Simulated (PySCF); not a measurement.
# quartet N2H: levels of theory compared

Aim: a comparison of 6 runs (U-revPBE/def2-TZVPPD, U-wB97X/def2-TZVPPD, UB2PLYP/def2-TZVPPD, UB3LYP/def2-TZVPPD, UBLYP/def2-TZVPPD, USCS-MP2/def2-TZVPPD) of quartet N2H. The job is set up through a Python script.

Program for the calculation: PySCF 2.14.0.

4 further runs of the same task are left out: 2 that didn't finish, 2 set aside as unsound or not needed.

### Step 1. The structure to begin with

N2H has 3 atoms, charge 0, and is taken as a quartet. SMILES of the parent species: `[N]=N`. Geometry: relaxed at GFN2-xTB. That shape belongs to the parent species and isn't relaxed for this state.

Bond lengths: N1–N2 1.164 Å, N2–H3 1.037 Å. Angles: N1–N2–H3 124.8°.

### Step 2. The energy at U-revPBE/def2-TZVPPD (run 1)

run.py

```python
from pyscf import gto, dft

system = gto.M(
    atom=[
    ('N', (0.715210, -0.640440, 0.325220)),
    ('N', (-0.243160, -0.185380, -0.152740)),
    ('H', (-0.472040, 0.825820, -0.172480)),
],
    spin=3,
    max_memory=1860,
    basis='def2-tzvppd',
    verbose=3,
)

ks = dft.UKS(system, xc='revpbe')
ks.conv_tol = 1e-10
ks.grids.level = 5
ks.kernel()
if not ks.converged:
    ks = ks.newton().run(ks.mo_coeff, ks.mo_occ)

energy = ks.e_tot
print('E(%s) = %.9f' % ('REVPBE', energy))
```

On the command line:

```console
OMP_NUM_THREADS=1 python run.py
```

Log:

```text
WARN: HOMO -0.0889072729098217 >= LUMO -0.384145130759675

WARN: HOMO -0.11544763285292 >= LUMO -0.314451479696515

WARN: HOMO -0.118936020384076 >= LUMO -0.318482959456081

WARN: HOMO -0.120049864488777 >= LUMO -0.313946544939287

WARN: HOMO -0.116673677528567 >= LUMO -0.308677439221583

WARN: HOMO -0.11869709360294 >= LUMO -0.310596916964236

WARN: HOMO -0.118489767325833 >= LUMO -0.310301745548877

WARN: HOMO -0.118524019410728 >= LUMO -0.31028691384261

WARN: HOMO -0.118534636095241 >= LUMO -0.310268044201145

WARN: HOMO -0.118539487156035 >= LUMO -0.310262908980683

WARN: HOMO -0.118538191264776 >= LUMO -0.310262641325139

WARN: HOMO -0.118538588332001 >= LUMO -0.310262718136954

WARN: HOMO -0.118538512575462 >= LUMO -0.310262666570878

converged SCF energy = -109.829644839876  <S^2> = 3.7550345  2S+1 = 4.0025165
E(REVPBE) = -109.829644840
```

It took 11 s on 1 thread of Arm Neoverse V2, shared host; peak memory 0.44 GiB.

### Step 3. The energy at U-wB97X/def2-TZVPPD (run 2)

geometry.xyz

```xyz
3

N      0.715210    -0.640440     0.325220
N     -0.243160    -0.185380    -0.152740
H     -0.472040     0.825820    -0.172480
```

run.py

```python
from pyscf import gto, dft

system = gto.Mole()
system.atom = 'geometry.xyz'
system.spin = 3
system.max_memory = 1860
system.basis = 'def2-tzvppd'
system.verbose = 4
system.build()

myscf = dft.UKS(system, xc='wb97x')
myscf.conv_tol = 1e-10
myscf.grids.level = 5
myscf.kernel()
if not myscf.converged:
    myscf = myscf.newton().run(myscf.mo_coeff, myscf.mo_occ)

energy = myscf.e_tot
print(f'total energy: {energy:.8f} hartree')
```

On the command line:

```console
OMP_NUM_THREADS=1 python run.py
```

Log:

```text
PySCF version 2.14.0

[INPUT] num. atoms = 3
[INPUT] num. electrons = 15
[INPUT] charge = 0
[INPUT] spin (= nelec alpha-beta = 2S) = 3
[INPUT] symmetry False subgroup None
[INPUT] Mole.unit = angstrom
[INPUT] Symbol           X                Y                Z      unit          X                Y                Z       unit  Magmom
[INPUT]  1 N      0.715210000000  -0.640440000000   0.325220000000 AA    1.351551021550  -1.210256199216   0.614576730231 Bohr   0.0
[INPUT]  2 N     -0.243160000000  -0.185380000000  -0.152740000000 AA   -0.459505804449  -0.350317428972  -0.288636768266 Bohr   0.0
[INPUT]  3 H     -0.472040000000   0.825820000000  -0.172480000000 AA   -0.892026319840   1.560573628188  -0.325939961965 Bohr   0.0

nuclear repulsion = 27.7543700857254
number of shells = 33
number of NR pGTOs = 123
number of NR cGTOs = 91
basis = def2-tzvppd
ecp = {}

[... 33 lines left out ...]
WARN: HOMO -0.0440219184662141 >= LUMO -0.421047573445412
[... 62 lines left out ...]
converged SCF energy = -109.81955589734  <S^2> = 3.7598414  2S+1 = 4.0049177
total energy: -109.81955590 hartree
```

Wall time 19 s (1 thread of Arm Neoverse V2, shared host); peak memory 0.44 GiB.

Runs 3 to 4 aren't shown in full; the table further down has their settings and results.

### Step 4. The energy at UBLYP/def2-TZVPPD (run 5)

calc.py

```python
from pyscf import gto, dft

mol = gto.M(
    atom='N 0.715210 -0.640440 0.325220; N -0.243160 -0.185380 -0.152740; H -0.472040 0.825820 -0.172480',
    spin=3,
    basis='def2-tzvppd',
    max_memory=1860,
    verbose=3,
)

calc0 = dft.UKS(mol)
calc0.xc = 'blyp'
calc0.grids.level = 5
calc0.conv_tol = 1e-10
calc0.kernel()
if not calc0.converged:
    calc0 = calc0.newton().run(calc0.mo_coeff, calc0.mo_occ)

energy = calc0.e_tot
print('E = %.10f Eh' % energy)
```

On the command line:

```console
OMP_NUM_THREADS=1 python calc.py
```

Log:

```text
WARN: HOMO -0.0896180053868392 >= LUMO -0.382129878261294

WARN: HOMO -0.110578019233628 >= LUMO -0.316095796879808

WARN: HOMO -0.116281703168056 >= LUMO -0.324334452188196

WARN: HOMO -0.120228244601805 >= LUMO -0.324088146603441

WARN: HOMO -0.114515216245145 >= LUMO -0.316671889456227

WARN: HOMO -0.116725985656785 >= LUMO -0.318708310928121

WARN: HOMO -0.116651400645047 >= LUMO -0.318643781178762

WARN: HOMO -0.116660840543005 >= LUMO -0.318633768197978

WARN: HOMO -0.116665755640469 >= LUMO -0.318632535454275

WARN: HOMO -0.116666889399525 >= LUMO -0.318631192822091

WARN: HOMO -0.116667189846197 >= LUMO -0.318631251474495

WARN: HOMO -0.116667433297145 >= LUMO -0.318631251648052

WARN: HOMO -0.116667351630376 >= LUMO -0.318631183787676

converged SCF energy = -109.834438071512  <S^2> = 3.7551677  2S+1 = 4.002583
E = -109.8344380715 Eh
```

It took 11 s on 1 thread of Arm Neoverse V2, shared host; peak memory 0.44 GiB.

### Step 5. The energy at USCS-MP2/def2-TZVPPD (run 6)

job.py

```python
from pyscf import gto, mp

mol = gto.Mole()
mol.atom = [
    ('N', (0.715210, -0.640440, 0.325220)),
    ('N', (-0.243160, -0.185380, -0.152740)),
    ('H', (-0.472040, 0.825820, -0.172480)),
]
mol.basis = 'def2-tzvppd'
mol.spin = 3
mol.verbose = 3
mol.max_memory = 1860
mol.charge = 0
mol.build()

mf = mol.UHF()
mf.conv_tol = 1e-10
mf.kernel()
if not mf.converged:
    mf = mf.newton().run(mf.mo_coeff, mf.mo_occ)

pt = mp.MP2(mf, frozen=2).run()
energy = mf.e_tot + 1.2 * pt.e_corr_os + pt.e_corr_ss / 3
print('E = %.10f Eh' % energy)
```

On the command line:

```console
OMP_NUM_THREADS=1 python job.py
```

Log:

```text
WARN: HOMO 0.0140425559633215 >= LUMO -0.416913866076314

converged SCF energy = -109.290517820008  <S^2> = 3.7745237  2S+1 = 4.0122431
E(UMP2) = -109.592991946547  E_corr = -0.30247412653921
E(SCS-UMP2) = -109.585937226957  E_corr = -0.295419406949419
E = -109.5859372270 Eh
```

It took 3.3 s on 1 thread of Arm Neoverse V2, shared host; peak memory 0.2 GiB.

### Step 6. All runs side by side

| run | level | frozen core orbitals | integration grid | energy (Eh) | dipole moment (D) of the reference | HOMO energy (eV) | ⟨S²⟩ | wall time |
| --- | --- | --- | --- | --- | --- | --- | --- | --- |
| 1 | U-revPBE/def2-TZVPPD | – | 5 | -109.829645 | 1.16 | -3.23 | 3.755 | 11 s |
| 2 | U-wB97X/def2-TZVPPD | – | 5 | -109.819556 | 1.55 | -7.34 | 3.760 | 19 s |
| 3 | UB2PLYP/def2-TZVPPD | 2 | 5 | -109.766526 | 1.86 | -6.49 | 3.763 | 15 s |
| 4 | UB3LYP/def2-TZVPPD | – | 5 | -109.855260 | 1.40 | -4.62 | 3.758 | 12 s |
| 5 | UBLYP/def2-TZVPPD | – | 5 | -109.834438 | 1.22 | -3.17 | 3.755 | 11 s |
| 6 | USCS-MP2/def2-TZVPPD | 2 | – | -109.585937 | 2.36 | -9.26 | 3.775 | 3.3 s |

### Step 7. What came out

| quantity | value |
| --- | --- |
| run 6: total energy | -109.58594 Eh |
| run 6: dipole moment (Hartree–Fock density) | 2.36 D |
| run 6: HOMO energy (Hartree–Fock orbitals) (highest over α and β) | -9.26 eV |
| run 6: LUMO energy (Hartree–Fock orbitals) (lowest over α and β) | -1.09 eV |
| run 6: correlation energy (2 core orbitals frozen) | -295.4 mEh |
| run 6: ⟨S²⟩ of the reference determinant | 3.775 |

**Reading.** Over runs 1, 2, 3, 4, 5 the dipole moment (its size) runs from 1.16 D (U-revPBE/def2-TZVPPD) to 1.86 D (UB2PLYP/def2-TZVPPD). A double hybrid's value is that of its SCF part. Totals of different functionals can't be ranked against each other. All runs together took 71 s, the longest 19 s.
